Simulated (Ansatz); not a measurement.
A calculation with Ansatz (development build ahead of 0.2.0).

```yaml
crystal:
  periodic: [false, false, false]
  atoms:
    - { symbol: B, position_ang: [0.0, 0.0, 0.0] }
    - { symbol: O, position_ang: [0.0, 0.0, 1.3] }
    - { symbol: H, position_ang: [0.0, 1.04954, -0.58177] }
    - { symbol: H, position_ang: [0.0, -1.04954, -0.58177] }
basis:
  gaussian: { orbitals: cc-pVTZ }
magnetization:
  initial_magnetization: 1
hamiltonian:
  xc: hf
correlation:
  method: ccsd_t
  frozen_orbitals: { B: 1, H: 0, O: 1 }
```

The input is written out in the form of the current development build from the run's settings. Correlation on restricted open-shell orbitals is semicanonical, with singles.

Results

```
Converged                       : yes
Reference energy                : -100.73454 hartree
CCSD correlation energy         : -0.33124 hartree
Triples correction              : -0.01143 hartree
Total energy                    : -101.07721 hartree
Spin squared of the determinant : 0.750
```
